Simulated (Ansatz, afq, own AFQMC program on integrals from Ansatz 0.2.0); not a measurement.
# Si2GeH8O2, singlet: energetics from AFQMC and coupled cluster

```xyz
13

Si   -2.0273    0.6813    1.1662
O    -0.3826    0.9189    1.1413
Ge    1.0788   -0.0725    1.0809
O     1.0776   -0.9684   -0.4421
Si    1.1279   -0.6280   -2.0680
H    -2.6625    1.8791    1.7864
H    -2.5588    0.5046   -0.2189
H    -2.3743   -0.5333    1.9704
H     2.2563    0.9082    1.1092
H     1.0405   -1.1276    2.1919
H     1.6715   -1.8210   -2.7781
H     2.0129    0.5501   -2.3348
H    -0.2394   -0.3264   -2.5895
```

Geometry: a PBE0/def2-SVP stationary point, not shown to be a minimum. Basis def2-SVP. Only valence electrons are correlated. AFQMC by an in-house program on the Cholesky factors that Ansatz 0.2.0 writes for its CCSD(T) run. ph-AFQMC/CISD is guided by a CISD state made of CCSD amplitudes; releasing the constraint for a short imaginary time cuts its bias at the price of noise, slowly where states lie close. Uncertainties: one standard error, sampling alone. No spin–orbit coupling.

Best estimates are CCSD(T) at the basis-set limit (def2-TZVPP/QZVPP) plus the step from CCSD(T) to the highest rung at hand in def2-SVP, named in the table (released AFQMC can keep some 10 meV of bias). Fragments are relaxed and keep their bonds. No zero-point, core-correlation or spin–orbit terms, no scalar relativity below Rb. Where CCSD(T) in the larger sets was too dear, only MP2 was extrapolated. Other levels are in def2-SVP, the functionals in def2-TZVP; a dash marks a level that is missing or breaks spin symmetry for a member.

Cautions: inner d shell frozen; no relativity below Rb; no spin-orbit coupling; Si₂GeH₈O₂ (singlet): the released value is read at 0.90 1/Eh with a noise of 15 meV, more than in the cases checked (meV from the phaseless value at times in 1/Eh: 2 ± 11 at 0.21, -20 ± 10 at 0.42, -10 ± 13 at 0.63, 3 ± 15 at 0.90); Si₂GeH₇O₂ (doublet): the released value is read at 0.90 1/Eh with a noise of 24 meV, more than in the cases checked (meV from the phaseless value at times in 1/Eh: 28 ± 21 at 0.21, 27 ± 22 at 0.42, 23 ± 23 at 0.63, -5 ± 24 at 0.90).

```csv
process,best estimate (eV),highest rung
Si5–H13 → Si2GeH7O2 (doublet) + H (doublet),4.24 ± 0.03,released AFQMC
to free atoms,44.34 ± 0.02,released AFQMC
```

Errors against the best estimates in eV, the processes numbered in the order above:

```tsv
level	error, 1	error, 2
MP2	-0.28	-3.22
CCSD(T)	-0.17	-3.48
ph-AFQMC/CISD	-0.19 ± 0.02	-3.42 ± 0.01
CCSD(T)/CBS	0.03	-0.05
PBE	-0.31	-1.21
r2SCAN	-0.23	-0.57
PBE0	-0.24	-1.61
B3LYP	-0.11	-1.12
wB97M-V	0.00	-0.48
B2PLYP	-0.12	-1.17
```

Cost at the first geometry (cards were shared with other jobs): PBE0/def2-SVP, 9.5 s on 1 thread of AMD EPYC 7R13 Processor (Zen 3), with other jobs on the host; RCCSD(T)/def2-SVP, 3.7 s on 1 × NVIDIA H100 80GB HBM3 with 1 thread of AMD EPYC 7R13 Processor (Zen 3) (shared host); CCSD(T)/def2-QZVPP, 3.3 min on 1 × NVIDIA H100 80GB HBM3 with 1 thread of AMD EPYC 7R13 Processor (Zen 3), on a shared host; ph-AFQMC/CISD with release, 4.3 min on 1 × NVIDIA H100 80GB HBM3 with 2 threads of AMD EPYC 7R13 Processor (Zen 3), with other jobs on the host.

Best estimates are given only where the step beyond CCSD(T) is under 0.3 eV and no member's determinant is very poor (T1 over 0.05, or 0.07 for open shells, ⟨S²⟩ too high by 0.3, two states mixed), so the hardest cases are missing from such tables.

The functionals ran in a triple-zeta set and keep a basis error of their own, a few kJ/mol for each bond in atomization energies and more for double hybrids, so close places among them and the extrapolated levels can swap.

Each member of a difference takes its own highest rung, so a best estimate needn't equal the limit plus the step of one row. Released energies are given only where the last usable release times agree within the noise; a slower fall can still hide under it.
